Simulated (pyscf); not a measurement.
Structures and frequencies: ωB97X-D3(BJ)/def2-SVP in PySCF. Correlated levels are frozen-core, on RHF or UHF. ΔMP2 is the change of the MP2 total energy from the triple- to the quadruple-zeta basis.

SMILES: NN[SiH3]
```xyz
9

N     -0.2605     0.4660    -2.5574
N     -1.2392     0.7104    -1.5784
Si    -0.9197     1.5107    -0.0786
H      0.4917    -0.1117    -2.1806
H      0.1480     1.3412    -2.8866
H     -2.1540     0.3638    -1.8409
H      0.1065     0.7845     0.7356
H     -2.2077     1.5744     0.6700
H     -0.3827     2.8930    -0.2881
```

What are the homolytic bond dissociation enthalpies (298 K) of `[NH2][NH][SiH3]` at CCSD(T)/def2-TZVPP + ΔMP2(QZVPP), weakest first?

N–N to NH₂• + •HN–SiH₃: 282.6 kJ/mol; N–Si to •HN–NH₂ + SiH₃•: 323.0 kJ/mol; H–N to •HN–NH–SiH₃ + H•: 340.6 kJ/mol; H–N to H₂N–N•–SiH₃ + H•: 352.1 kJ/mol; H–Si to H₂N–NH–SiH₂• + H•: 377.6 kJ/mol. Ring and multiple bonds, and those that leave no two simple radicals, are not listed. H₂N–NH–SiH₃ lies 240.0 kJ/mol over its isomer H₂N–SiH₂–NH₂, and others may lie lower still (electronic energy, ωB97M-D3(BJ)). •HN–SiH₃ lies 87.1 kJ/mol over its isomer H₂N–SiH₂•, and others may lie lower still (electronic energy, ωB97M-D3(BJ)). Other isomers of •HN–NH₂ were not searched in full and may lie lower. The CCSD(T) − MP2 part came from Ansatz, without density fitting, on the same reference.
